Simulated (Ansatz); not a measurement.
# CH₆AlB (SMILES B[CH2][AlH2]): one structure at several levels

A test off equilibrium: a structure displaced at random from a GFN2-xTB minimum is computed at several levels, and each is set against CCSD(T).

Computed with Ansatz 0.2.0, Gaussian basis. Level: single points in def2-TZVPP.

Correlated methods freeze the cores.

### 1 The starting structure

SMILES `B[CH2][AlH2]`, 9 atoms, charge 0, spin multiplicity 1.

Atoms are counted from 1 here; the program's logs count them from 0.

Bond lengths: B1–C2 1.626 Å, B1–Al3 2.455 Å, B1–H4 1.090 Å, B1–H5 1.144 Å, C2–Al3 1.857 Å, C2–H6 0.934 Å, C2–H7 1.233 Å, Al3–H8 1.628 Å, Al3–H9 1.531 Å. Angles: C2–B1–Al3 49.1°, C2–B1–H4 141.0°, C2–B1–H5 96.2°, Al3–B1–H4 103.7°, Al3–B1–H5 92.5°, H4–B1–H5 114.6°, B1–C2–Al3 89.4°, B1–C2–H6 114.7°, B1–C2–H7 98.7°, Al3–C2–H6 125.7°, Al3–C2–H7 106.5°, H6–C2–H7 115.9°, B1–Al3–C2 41.5°, B1–Al3–H8 116.2°, B1–Al3–H9 124.0°, C2–Al3–H8 133.2°, C2–Al3–H9 119.8°, H8–Al3–H9 106.4°.

Geometry (Å):

```mol
CH6AlB
  3D, bonds by distance, orders not assigned

  9  9  0  0  0  0  0  0  0  0999 V2000
   -0.4839    0.4990   -1.1231 B   0  0
    0.8948    0.3983   -0.2668 C   0  0
   -0.0300   -0.4841    1.0807 Al  0  0
   -1.2787   -0.1285   -1.5275 H   0  0
   -0.8422    1.4841   -0.6648 H   0  0
    1.3563    1.2050   -0.1731 H   0  0
    1.4620   -0.4730   -0.9293 H   0  0
   -0.4919   -2.0319    1.2866 H   0  0
   -0.3022    0.2282    2.4084 H   0  0
  1  2  8  0
  1  3  8  0
  1  4  8  0
  1  5  8  0
  2  3  8  0
  2  6  8  0
  2  7  8  0
  3  8  8  0
  3  9  8  0
M  END
```

### 2 CCSD(T)/def2-TZVPP

Input file run/in.yaml:

```yaml
crystal:
  periodic: [false, false, false]
  atoms:
    - {symbol: B, position_ang: [-0.483900, 0.499000, -1.123100]}
    - {symbol: C, position_ang: [0.894800, 0.398300, -0.266800]}
    - {symbol: Al, position_ang: [-0.030000, -0.484100, 1.080700]}
    - {symbol: H, position_ang: [-1.278700, -0.128500, -1.527500]}
    - {symbol: H, position_ang: [-0.842200, 1.484100, -0.664800]}
    - {symbol: H, position_ang: [1.356300, 1.205000, -0.173100]}
    - {symbol: H, position_ang: [1.462000, -0.473000, -0.929300]}
    - {symbol: H, position_ang: [-0.491900, -2.031900, 1.286600]}
    - {symbol: H, position_ang: [-0.302200, 0.228200, 2.408400]}
basis:
  gaussian: {orbitals: def2-TZVPP}
correlation: {method: ccsd_t}
output: {forces: true}
```

The command line of these runs was not kept.

### 3 PBE0-D4/def2-TZVPP

Edit run/in.yaml of step 2 so:

```diff
@@ -14,3 +14,3 @@
   gaussian: {orbitals: def2-TZVPP}
-correlation: {method: ccsd_t}
-output: {forces: true}
+hamiltonian: {xc: pbe0, dispersion: d4}
+output: {forces: true, orbitals: {seedname: orbitals}}
```

### 4 wB97M-V/def2-TZVPP

Edit run/in.yaml of step 3 so:

```diff
@@ -14,3 +14,3 @@
   gaussian: {orbitals: def2-TZVPP}
-hamiltonian: {xc: pbe0, dispersion: d4}
-output: {forces: true, orbitals: {seedname: orbitals}}
+hamiltonian: {xc: {name: wB97M-V}}
+output: {forces: true}
```

### 5 r2SCAN-D4/def2-TZVPP

Edit run/in.yaml of step 4 so:

```diff
@@ -14,3 +14,3 @@
   gaussian: {orbitals: def2-TZVPP}
-hamiltonian: {xc: {name: wB97M-V}}
+hamiltonian: {xc: r2scan, dispersion: d4}
 output: {forces: true}
```

### 6 PBE-D4/def2-TZVPP

Edit run/in.yaml of step 5 so:

```diff
@@ -14,3 +14,3 @@
   gaussian: {orbitals: def2-TZVPP}
-hamiltonian: {xc: r2scan, dispersion: d4}
+hamiltonian: {xc: pbe, dispersion: d4}
 output: {forces: true}
```

### 7 CAM-B3LYP-D4/def2-TZVPP

Edit run/in.yaml of step 6 so:

```diff
@@ -14,3 +14,3 @@
   gaussian: {orbitals: def2-TZVPP}
-hamiltonian: {xc: pbe, dispersion: d4}
+hamiltonian: {xc: {name: CAM-B3LYP}, dispersion: d4}
 output: {forces: true}
```

### 8 revPBE-D4/def2-TZVPP

Edit run/in.yaml of step 7 so:

```diff
@@ -14,3 +14,3 @@
   gaussian: {orbitals: def2-TZVPP}
-hamiltonian: {xc: {name: CAM-B3LYP}, dispersion: d4}
+hamiltonian: {xc: {name: revPBE}, dispersion: d4}
 output: {forces: true}
```

(Steps that only read results are left out.)

What does the calculation give? Wanted: energy less free atoms, CCSD(T)/def2-TZVPP; RMS force component; RMS force error; HOMO and LUMO, PBE0-D4; T1 diagnostic.

As calculated:

| quantity | value |
| --- | --- |
| energy less free atoms, CCSD(T)/def2-TZVPP | -27.332 eV |
| RMS force component | 3.233 to 3.289 eV/Å over the methods |
| RMS force error | PBE0-D4 0.107, wB97M-V 0.081, r2SCAN-D4 0.093, PBE-D4 0.147, CAM-B3LYP-D4 0.117, revPBE-D4 0.141 eV/Å |
| HOMO and LUMO, PBE0-D4 | -7.90 and -2.63 eV |
| T1 diagnostic | 0.014 |

In words: Against CCSD(T) the functionals' energies less atoms differ by -0.875 to -0.240 eV, PBE-D4 by -0.747 eV. CCSD(T) in triple zeta still lacks some correlation energy of the bonds, so part of these gaps is its own basis error and they don't rank the functionals. On forces the order runs from wB97M-V to PBE-D4. Frozen-core CCSD(T) forces in triple zeta carry basis errors of their own, and this is one geometry, so small gaps rank nothing.
